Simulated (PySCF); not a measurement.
## Working out the ionisation energy of C

C [He] 2s2 2p2 (3P) → C⁺ [He] 2s2 2p1 (2P). All numbers are calculated (PySCF 2.14, the spin-free X2C one-electron Hamiltonian (Gaussian nucleus), in dyall-acv3z). Frozen: 1s2; the 19 highest virtual orbitals dropped. Energies in hartree (1 hartree = 27.21139 eV):

```csv
part,C (lower),C⁺ (upper)
UHF,-37.708640,-37.311860
CCSD correlation,-0.089432,-0.076394
(T),-0.002238,-0.001188
```

**Question.** What does Hartree-Fock give?

**Answer.** (-37.311860) − (-37.708640) = 0.396780 hartree = 10.797 eV.

**Question.** What do CCSD and CCSD(T) give?

**Answer.** The CCSD correlation energies differ by 0.013038 hartree = 0.355 eV and the triples by 0.001050 hartree = 0.029 eV, so CCSD gives 11.152 eV and CCSD(T) 11.181 eV.

Measured between the centres of the two terms (NIST): 11.262 eV, so CCSD(T) (valence) is off by -0.081 eV.

What remains against the reference includes basis incompleteness, the frozen core and higher excitations.
